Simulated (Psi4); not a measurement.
**UMP2/STO-3G (density fitting, density fitting for correlation, sweep point 1) run of NS (Mononitrogen monosulfide)**

What is the vertical doublet–quartet gap of NS (Mononitrogen monosulfide) at UMP2/STO-3G (density fitting, density fitting for correlation, sweep point 1)? 

The calculation is run with Psi4 1.11.

13 further runs of the same task are left out: 12 that didn't finish, 1 set aside as unsound or not needed.

### Step 1. Starting point

The species is NS (2 atoms), meant as a doublet with charge 0. As SMILES, `[N]=S`. The coordinates come from a PBE0-D4/def2-TZVP relaxation.

Bond lengths: N1–S2 1.486 Å.

### Step 2. A single-point energy at UMP2/STO-3G (density fitting, density fitting for correlation, sweep point 1)

Contents of job.inp:

```
memory 1.6 GB

molecule {
  0 2
  N      0.000000     0.000000    -0.011220
  S      0.000000     0.000000     1.474400
  symmetry c1
}

set globals {
  basis STO-3G
  reference uhf
  puream true
  scf_type df
  num_frozen_docc 6
  maxiter 100
}

energy("mp2")
```

Run with:

```sh
$ psi4 -i job.inp -o job.out -n 1
```

job.out:

```text
[...]
  Running in c1 symmetry.
[...]
  Nuclear repulsion =   39.894352253631489
[...]
  Multiplicity = 2
[...]
  Nalpha       = 12
  Nbeta        = 11
[...]
    Number of basis functions: 14
[...]
   @DF-UHF iter   1:  -446.77511422768833   -9.32049e-01   1.66025e-02 ADIIS/DIIS
[...]
   @DF-UHF iter  16:  -446.82833420796169   -3.86535e-12   5.38286e-09 DIIS
[...]
   @S^2 Observed:                7.831373293E-01
[...]
    Orbital Energies [Eh]
    ---------------------
    Alpha Occupied:
       1A    -90.794195     2A    -15.348816     3A     -8.701942
       4A     -6.333696     5A     -6.333174     6A     -6.331920
       7A     -1.175632     8A     -0.715261     9A     -0.527686
      10A     -0.425746    11A     -0.386954    12A     -0.241025
    Alpha Virtual:
      13A      0.207994    14A      0.617295
    Beta Occupied:
       1A    -90.789953     2A    -15.332856     3A     -8.695874
[...]
  @DF-UHF Final Energy:  -446.82833420796169
   => Energetics <=
    Nuclear Repulsion Energy =             39.8943522536314887
    One-Electron Energy =                -699.4658326399373891
    Two-Electron Energy =                 212.7431461783441762
    Total Energy =                       -446.8283342079616887
  UHF NO Occupations:
  HONO-2 :   10  A 1.9994304
  HONO-1 :   11  A 1.9838707
[...]
 Multipole Moments:
 ------------------------------------------------------------------------------------
     Multipole            Electronic (a.u.)      Nuclear  (a.u.)        Total (a.u.)
 ------------------------------------------------------------------------------------
 L = 1.  Multiply by 2.5417464519 to convert [e a0] to [Debye]
 Dipole X            :          0.0000000            0.0000000            0.0000000
 Dipole Y            :          0.0000000            0.0000000            0.0000000
 Dipole Z            :          0.4438599            0.0149414            0.4588013
 Magnitude           :                                                    0.4588013
[...]
```

Wall time 2.6 s (1 thread of Intel Xeon at 2.70GHz, shared host); peak memory 0.18 GiB.

### Step 3. The quartet at the same level

Contents of ns.dat:

```
memory 1.6 GB

molecule molecule1 {
  0 4
  N      0.000000     0.000000    -0.011220
  S      0.000000     0.000000     1.474400
  units angstrom
  symmetry c1
}

set globals {
  basis STO-3G
  reference uhf
  puream true
  scf_type df
  num_frozen_docc 6
  maxiter 100
}

e, wfn = energy("mp2", return_wfn=True)
print_variables()
```

Run with:

```sh
$ psi4 -i ns.dat -o ns.out -n 1
```

ns.out:

```text
[...]
  Running in c1 symmetry.
[...]
  Nuclear repulsion =   39.894352253631489
[...]
  Multiplicity = 4
[...]
  Nalpha       = 13
  Nbeta        = 10
[...]
    Number of basis functions: 14
[...]
   @DF-UHF iter   1:  -446.67495495335731   -8.31889e-01   1.47426e-02 ADIIS/DIIS
[...]
   @DF-UHF iter  12:  -446.73635385845910    4.54747e-13   2.42771e-09 DIIS
[...]
   @S^2 Observed:                3.750631804E+00
[...]
    Orbital Energies [Eh]
    ---------------------
    Alpha Occupied:
       1A    -90.741926     2A    -15.388740     3A     -8.653627
       4A     -6.288906     5A     -6.285731     6A     -6.285731
       7A     -1.225019     8A     -0.805849     9A     -0.558677
      10A     -0.558677    11A     -0.516385    12A     -0.240809
      13A     -0.240809
    Alpha Virtual:
      14A      0.597433
    Beta Occupied:
[...]
  @DF-UHF Final Energy:  -446.73635385845910
   => Energetics <=
    Nuclear Repulsion Energy =             39.8943522536314887
    One-Electron Energy =                -699.8186817471672612
    Two-Electron Energy =                 213.1879756350766684
    Total Energy =                       -446.7363538584590970
  UHF NO Occupations:
  HONO-2 :   11  A 1.0000000
  HONO-1 :   12  A 1.0000000
[...]
 Multipole Moments:
 ------------------------------------------------------------------------------------
     Multipole            Electronic (a.u.)      Nuclear  (a.u.)        Total (a.u.)
 ------------------------------------------------------------------------------------
 L = 1.  Multiply by 2.5417464519 to convert [e a0] to [Debye]
 Dipole X            :          0.0000000            0.0000000            0.0000000
 Dipole Y            :          0.0000000            0.0000000            0.0000000
 Dipole Z            :         -0.1926606            0.0149414           -0.1777192
 Magnitude           :                                                    0.1777192
[...]
```

Run time: 2.4 s. Hardware: 1 thread of Intel Xeon at 2.70GHz, shared host; peak memory 0.18 GiB.

### Step 4. What came out

Level: UMP2/STO-3G (density fitting, density fitting for correlation, sweep point 1), 6 core orbitals frozen.

| quantity | value |
| --- | --- |
| doublet: total energy | -446.93258 Eh |
| doublet: HOMO energy (Hartree–Fock orbitals) (highest over α and β) | -6.56 eV |
| doublet: LUMO energy (Hartree–Fock orbitals) (lowest over α and β) | 5.56 eV |
| doublet: correlation energy (6 core orbitals frozen) | -104.2 mEh |
| doublet: ⟨S²⟩ of the reference determinant | 0.783 |
| quartet: total energy | -446.78450 Eh |
| quartet: HOMO energy (Hartree–Fock orbitals) (highest over α and β) | -6.55 eV |
| quartet: LUMO energy (Hartree–Fock orbitals) (lowest over α and β) | 3.20 eV |
| quartet: correlation energy (6 core orbitals frozen) | -48.1 mEh |
| quartet: ⟨S²⟩ of the reference determinant | 3.751 |
| vertical energy of the quartet above the doublet | 4.029 eV |

In words: At this shape the quartet lies 4.03 eV (389 kJ/mol) above the doublet. In a minimal basis such a difference can be off by several eV, whatever the method.
